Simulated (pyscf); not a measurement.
Elementary routes open to SiH₄ (SMILES [SiH4]) + H₂Si=PH (SMILES [SiH2]=P) in the gas phase (singlet surface):
A. H₃Si–PH–SiH₃ (SMILES [SiH3]P[SiH3]) (H–Si broken; P–Si, H–Si formed)
B. H₃Si–SiH₂–PH₂ (SMILES [SiH3][SiH2]P) (H–Si broken; H–P, Si–Si formed)

Optimised with ωB97X-D3(BJ)/def2-SVP in PySCF. Correlated levels are frozen-core, on RHF or UHF. ΔMP2 is the change of the MP2 total energy from the triple- to the quadruple-zeta basis.

Question: Rank the routes by free-energy barrier at 298 K, lowest first, for CCSD(T)/def2-TZVPP + ΔMP2(QZVPP) energies (ideal gas, 1 atm, RRHO with modes under 100 cm⁻¹ raised to 100, one conformer, R ln 2 for chiral ones without a mode under 150 cm⁻¹).

Answer: A (110.3 kJ/mol), B (196.2 kJ/mol)

Route A is the fastest of these, ahead of the next by 85.9 kJ/mol. The most stable products are those of A (ΔG = -116.3 kJ/mol), so kinetics and thermodynamics agree. At 1200 K A is still the fastest. Only these routes are compared; each barrier is that of the saddle found, and lower ones may exist. The CCSD(T) − MP2 part came from Ansatz, without density fitting, on the same reference.
